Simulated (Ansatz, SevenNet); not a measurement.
**Antifluorite Mg2Sn: properties by level of theory**

Reference values: lattice constant a 6.766 Å (measured, temperature not stated, no zero-point or thermal correction; as tabulated in Freccero, Grin, Wagner, Dalton Trans. (2023), ESI).

| level (code) | equilibrium lattice constant a (Å) | formation enthalpy (eV/atom) |
|---|---|---|
| SevenNet-l3i5 | 6.813 | … |
| revPBE (Ansatz) | … | … |
| B3LYP (VWN-RPA form) (Ansatz) | … | -0.398 |

Task: Fill in the missing entries.

Result: 
- SevenNet-l3i5, formation enthalpy (eV/atom): -0.195
- revPBE (Ansatz, a quantum-chemistry and plane-wave program), equilibrium lattice constant a (Å): 6.869
- revPBE (Ansatz), formation enthalpy (eV/atom): -0.203
- B3LYP (VWN-RPA form) (Ansatz), equilibrium lattice constant a (Å): 6.806

Machine-learned potentials (SevenNet-l3i5) are trained on DFT data: a solid inside that data is no test of them.

Ansatz's density-functional and Hartree–Fock values are scalar-relativistic unless marked +SOC, with PAW data made under PBE.
